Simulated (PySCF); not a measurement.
# C5H13N: the cost of one run

Programs: PySCF 2.14.0, with density-fitted response routines of our own. Each step states its level of theory. These are calculated values for one molecule, in the gas phase or a continuum, unless marked as measured. Atoms count from 0, in the outputs and in this text.

## (1) The molecule as given

19 atoms, charge 0, multiplicity 1; geometry from: GFN2-xTB. The atoms were then displaced at random by about 0.01 Å, so the start is not that level's minimum.

Bonds of the start (Å): C0–C1 1.56, C1–C2 1.54, C2–N3 1.41, N3–C4 1.45, N3–C5 1.47, C0–H6 1.07, C0–H7 1.10, C0–H8 1.06, C1–H9 1.08, C1–H10 1.10, C2–H11 1.08, C2–H12 1.10, C4–H13 1.10, C4–H14 1.09, C4–H15 1.10, C5–H16 1.09, C5–H17 1.09, C5–H18 1.11.

## (2) Relaxing the molecule at PBE0-D3(BJ)/def2-TZVP

Job settings and geometry (Å):

```
{"job": {"xc": "PBE0", "basis": "def2-TZVP", "d3": "d3bj", "grid": 2, "shake": 0.01, "kind": "geom"}, "charge": 0, "multiplicity": 1}
C      2.726300    -0.224260    -0.083130
C      1.371570     0.525200     0.073200
C      0.180130    -0.439920    -0.054810
N     -1.041480     0.251270    -0.180090
C     -1.483230     0.893000     1.041030
C     -2.112610    -0.644210    -0.649300
H      2.821330    -0.973710     0.671460
H      3.551950     0.501130     0.008180
H      2.767930    -0.664630    -1.046250
H      1.272250     1.293790    -0.684390
H      1.352010     1.020590     1.056920
H      0.346460    -1.032640    -0.945840
H      0.173760    -1.121770     0.805490
H     -2.455960     1.393430     0.898740
H     -0.754500     1.647710     1.322660
H     -1.586070     0.207100     1.898990
H     -1.810290    -1.056320    -1.609920
H     -3.041150    -0.081820    -0.778580
H     -2.309130    -1.486890     0.052920
```

Launch:

```console
OMP_NUM_THREADS=2 python probes_run.py task.json out
```

One launch serves the whole session: the jobs run in the order shown.

Q: Estimate the wall time and peak memory of this first job on 2 threads of Intel Xeon at 2.50GHz, shared host.

About 8.2 min, with a peak of 1.6 GiB.
